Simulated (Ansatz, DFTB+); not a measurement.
# Lattice constant a of 2H MoS2: levels of theory against measurement

Reference value: 3.16 Å (measured, 300 K, not corrected to a static lattice; as tabulated in arXiv:1605.07067).

Problem. Put these levels in order of the lattice constant a that they give for 2H MoS2, smallest first: DFTB cp2k-nonscc (DFTB+), HSE06-D3(BJ) (Ansatz, a first-principles code), LDA (Ansatz).

Solution. HSE06-D3(BJ) (3.111 Å), LDA (3.122 Å), DFTB cp2k-nonscc (3.270 Å)

Differences against the reference: DFTB cp2k-nonscc +3.48 %, LDA -1.20 %, HSE06-D3(BJ) -1.55 %.

The measured value isn't corrected to a static lattice, so vibrations enter the comparison. The crystal itself was run without spin with LDA; a magnetic state was not tried in these runs. LDA: LDA has no dispersion term either, though it tends to give short spacings of layers, chains or molecules. DFTB cp2k-nonscc: this tight-binding set is not self-consistent in the charges. Cutoffs and k meshes differ between the levels. Ansatz's density-functional and Hartree–Fock values are scalar-relativistic unless marked +SOC, with PAW data made under PBE.

Differences are worked out from the printed values.
